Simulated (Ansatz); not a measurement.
Reaction: N2 (SMILES N#N) → N2+ (parent SMILES N#N, doublet) + e-
Each species at its own B3LYP-D3(BJ)/def2-TZVP minimum (Ansatz, a quantum-chemistry and plane-wave program).

Wanted: adiabatic ionisation energy (electronic), in eV. UHF or UKS for unpaired electrons; spin-orbit terms are left out. Cores are frozen in correlated methods. No relativity. CBS(X,Y): correlation extrapolated as X^-3, Hartree-Fock from the larger set (Q,5: extrapolated as (X+1)exp(-9√X)). A bracket is a step between two methods taken in the basis named. Double hybrids freeze cores in their MP2 part. The determinant of N2+ (parent SMILES N#N, doublet) is a saddle point of the SCF energy; a lower one exists, which strains HF and MP2.

CCSD(T)/CBS(cc-pVQZ,cc-pV5Z) + [CCSDT(Q) - CCSD(T)]/cc-pVQZ + [CCSDTQ - CCSDT(Q)]/cc-pVDZ (Ansatz) gives 15.58 eV.

How far off this value is PBE/def2-TZVPD (Ansatz), in which direction, and how far these levels: B3LYP/def2-TZVPD, PBE0/def2-TZVPD, wB97M-V/def2-TZVPD, B2PLYP/def2-TZVPD, CCSD(T)/CBS(cc-pVQZ,cc-pV5Z)?

PBE gives 15.36 eV, 0.22 eV below it. Differences of the others: B3LYP/def2-TZVPD (Ansatz) 0.25; PBE0/def2-TZVPD (Ansatz) 0.16; wB97M-V/def2-TZVPD (Ansatz) 0.38; B2PLYP/def2-TZVPD (Ansatz) 0.15; CCSD(T)/CBS(cc-pVQZ,cc-pV5Z) (Ansatz) 0.04 eV.
